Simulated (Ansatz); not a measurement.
Correlation energies of `ClC1=C(Cl)C1` by basis set

Cartesian coordinates in Å:
```
Cl 1.124 1.359 -1.757
C 0.382 0.518 -0.518
C -0.027 0.438 0.699
Cl -0.211 1.098 2.224
C -0.287 -0.773 -0.147
H 0.319 -1.668 -0.002
H -1.301 -0.971 -0.500
```

Charge 0, multiplicity 1. The structure was optimised at the PBE0-D4/def2-TZVP level. Frozen core, restricted reference, the Gaussian-basis code of Ansatz. CBS rows extrapolate triple and quadruple zeta; past MP2 they add the triple-zeta difference.

```
     basis      HF (Eh)  MP2 corr.  CCSD corr.       (T)  CCSD(T) total
  def2-SVP  -1033.27180   -0.66489    -0.70126  -0.02507    -1033.99813
def2-TZVPP  -1033.72002   -0.85219    -0.88873  -0.04494    -1034.65369
def2-QZVPP  -1033.75013   -0.92058           –         –              –
 CBS(def2)  -1033.75427   -0.97125    -1.00778     as TZ    -1034.80699
```
